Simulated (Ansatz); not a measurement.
## LiH (SMILES [LiH]): the energy, rung by rung

The species is LiH (2 atoms), meant as a singlet with charge 0. As SMILES, `[LiH]`. The bond length is the measured one.

| atom | x (Å) | y (Å) | z (Å) |
| --- | --- | --- | --- |
| Li | 0.0000 | 0.0000 | 0.0000 |
| H | 0.0000 | 0.0000 | 1.5957 |

Quantity: the energy change with the Li1–H2 bond stretched from 1.596 to 3.989 Å, in eV. The values are calculated.

```csv
level,kind,program,value (eV),less FCI/3-21G
revPBE/3-21G (restricted),GGA,Ansatz,2.49,+0.68
r2SCAN/3-21G (restricted),meta-GGA,Ansatz,2.70,+0.89
BHLYP/3-21G (restricted),global hybrid,Ansatz,3.14,+1.33
wB97X/3-21G (restricted),range-separated hybrid,Ansatz,3.16,+1.35
MP2/3-21G (restricted),perturbation theory,Ansatz,2.84,+1.03
CCSDT(Q)/3-21G (restricted),coupled cluster or CI,Ansatz,1.81,0.00
CCSDT/3-21G (restricted),coupled cluster or CI,Ansatz,1.81,0.00
CCSDTQ/3-21G (restricted),coupled cluster or CI,Ansatz,1.81,0.00
FCI/3-21G,exact in the basis,Ansatz,1.81,0.00
```

FCI/3-21G is exact within its basis and frozen core, so for wave-function methods in that basis the difference is their error; functionals converge differently with the basis, so for them it is only a difference. The first shape isn't each level's own minimum. The values span 1.81 to 3.16 eV. All rows use very small basis sets, so none should be taken for the real molecule's value.
